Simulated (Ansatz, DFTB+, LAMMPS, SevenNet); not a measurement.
**How well does each level of theory give the lattice constant a of fcc Pd?**

Reference value: 3.876 Å (measured, static lattice: zero-point anharmonic expansion removed; as tabulated in Mejia-Rodriguez and Trickey (2018), arXiv:1807.09216).

```csv
level (code),value (Å),error (%)
Lennard-Jones uff-vdw (LAMMPS),3.984,+2.79
GFN1-xTB (DFTB+),3.992,+2.99
SevenNet-l3i5 (SevenNet),3.955,+2.04
LDA (Ansatz),3.840,-0.93
PBE (Ansatz),3.943,+1.73
PBEsol (Ansatz),3.876,0.00
PBE-D3(BJ) (Ansatz),3.892,+0.41
PBE-D4 (Ansatz),3.910,+0.88
r²SCAN (Ansatz),3.908,+0.83
r²SCAN+rVV10 (Ansatz),3.892,+0.41
HSE06 (Ansatz),3.909,+0.85
PBE0 (Ansatz),3.911,+0.90
```

Leaving aside Lennard-Jones uff-vdw, which can be fitted to such values or carry a doubt: The best agreement in this table is that of PBEsol (0.00 %). GFN1-xTB (+2.99 %) misses by most. Of these only PBEsol lands within 0.3 %.

Lennard-Jones uff-vdw: this is a force field's van der Waals term alone, without bonds or charges. GFN1-xTB: the method was fitted mainly to molecules. Cutoffs and k meshes differ between the levels. Ansatz's density-functional and Hartree–Fock values are scalar-relativistic unless marked +SOC, with PAW data made under PBE.

Machine-learned potentials (SevenNet-l3i5) are trained on DFT data, which may include these solids.

Differences are worked out from the printed values.

Ansatz is an electronic-structure program.
